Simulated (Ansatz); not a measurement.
## Which is lower?

Two relaxed structures of CH3BSi, singlet (PBE0-D4/def2-TZVP; forces vanish, vibrations not checked).

A:

B1  (-1.310, -0.603, -0.032)
C2  (-0.116, -1.234, 0.021)
Si3  (-0.092, 0.769, -0.019)
H4  (0.713, -1.918, 0.063)
H5  (0.443, 1.469, -1.217)
H6  (0.362, 1.517, 1.184)
(Å)

B:

B1  (-1.469, -0.553, -0.007)
C2  (-0.060, -0.985, 0.141)
Si3  (-0.154, 0.705, 0.506)
H4  (0.502, -1.905, 0.031)
H5  (-2.587, -0.847, -0.267)
H6  (0.886, 1.693, 0.909)
(Å)

Computed with Ansatz 0.2.0 (basis: def2-TZVPP); correlated methods freeze the cores. B3LYP uses VWN-RPA correlation.

Question: Which structure is lower at CCSD(T), and by how much? (To be estimated.)

Answer: The calculation gives: B, by 0.906 eV (electronic energy, against the other). By their contacts, A is CH₃BSi ([B]1[CH][SiH2]1) and B is CH₃BSi ([BH]1[CH][SiH]1).

All methods give the same order:

```tsv
method	E(B) − E(A) (eV)
PBE-D4	-1.048
r2SCAN-D4	-1.048
PBE0-D4	-1.083
B3LYP-D4	-1.026
wB97M-V	-1.023
HF	-1.071
MP2	-0.916
CCSD	-0.940
CCSD(T)	-0.906
```

The T1 diagnostic stays at or below 0.016. The restricted Hartree–Fock reference is unstable towards an unrestricted one at one or more of these structures.

Labels in which every atom is bracketed show which atoms are joined, not bond orders.

For scale, one of the runs: CCSD(T)/def2-TZVPP, 146 basis functions, launched by `ansatz run in.yaml --threads 2 --pin off --events-out ev --progress --plain --max-ram 4352MiB`. Time: 9 s of wall clock on 2 CPU threads of an Arm Neoverse V2; the host was shared. Peak host memory: 0.84 GiB.
